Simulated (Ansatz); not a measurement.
CH₄NNa (SMILES C[NH][Na]), closed shell: a single point displaced at random from a GFN2-xTB minimum.

The input file, in.yaml:

```yaml
crystal:
  periodic: [false, false, false]
  atoms:
    - {symbol: C, position_ang: [-0.434400, 0.357700, -0.407600]}
    - {symbol: N, position_ang: [0.624300, -0.104400, 0.565000]}
    - {symbol: Na, position_ang: [0.527900, -2.005100, 1.666300]}
    - {symbol: H, position_ang: [-0.374900, -0.086700, -1.444800]}
    - {symbol: H, position_ang: [-1.459900, 0.144200, -0.014700]}
    - {symbol: H, position_ang: [-0.394700, 1.511800, -0.544300]}
    - {symbol: H, position_ang: [1.562400, 0.186900, 0.131600]}
basis:
  gaussian: {orbitals: def2-TZVPP}
hamiltonian: {xc: lda}
output: {forces: true}
```

An equivalent command:

```bash
ansatz run in.yaml --threads 4 --pin off --events-out ev --progress --plain
```

What Ansatz 0.2.0 printed:

```
Functional definition: SPW92
  name "SPW92"
  cite "Dirac, Proc. Camb. Phil. Soc. 26, 376 (1930) doi:10.1017/S0305004100016108"
  cite "Slater, Phys. Rev. 81, 385 (1951) doi:10.1103/PhysRev.81.385"
  cite "Perdew & Wang, Phys. Rev. B 45, 13244 (1992) doi:10.1103/PhysRevB.45.13244"
  exchange = slater_x
  correlation = pw_c
848 factors; their error is unknown
mean field evaluation 1: about -6946.7270 eV, gradient 8.3e1 eV
mean field evaluation 2: about -6760.2750 eV, gradient 2.0e2 eV
mean field evaluation 4: about -6957.1474 eV, gradient 4.7e1 eV
mean field evaluation 8: about -6962.6629 eV, gradient 3.3e-1 eV
mean field evaluation 16: about -6962.6430 eV, gradient 8.2e-3 eV
mean field -6962.64296869 eV, -255.8724096504 hartree, gradient 8.6e-6 eV, S^2 0.000000; 1 other end points of the search recorded, 0 dependent functions left out
the calculation of the forces begins
reference -6962.64302316 eV, -255.8724116520 hartree; 14, 14 occupied and 136, 136 virtual orbitals, 848 factors
Total energy: -6962.64302316 eV, -255.8724116520 hartree
Atom 0 at    -0.434400     0.357700    -0.407600 Å, force     1.124177     0.518810     0.675400 eV/Å
Atom 1 at     0.624300    -0.104400     0.565000 Å, force    -0.067292     0.482488    -1.478397 eV/Å
Atom 2 at     0.527900    -2.005100     1.666300 Å, force     0.049105     0.560883    -0.351386 eV/Å
Atom 3 at    -0.374900    -0.086700    -1.444800 Å, force    -0.061541     0.222101     0.501333 eV/Å
Atom 4 at    -1.459900     0.144200    -0.014700 Å, force     0.441771    -0.009286    -0.085826 eV/Å
Atom 5 at    -0.394700     1.511800    -0.544300 Å, force    -0.072067    -1.265900     0.086242 eV/Å
Atom 6 at     1.562400     0.186900     0.131600 Å, force    -1.414153    -0.509095     0.652634 eV/Å
Dipole moment:     0.031182    -1.028170     0.648548 e Å
```

Hardware: 4 CPU threads, shared host. Wall time about 0.7 s.
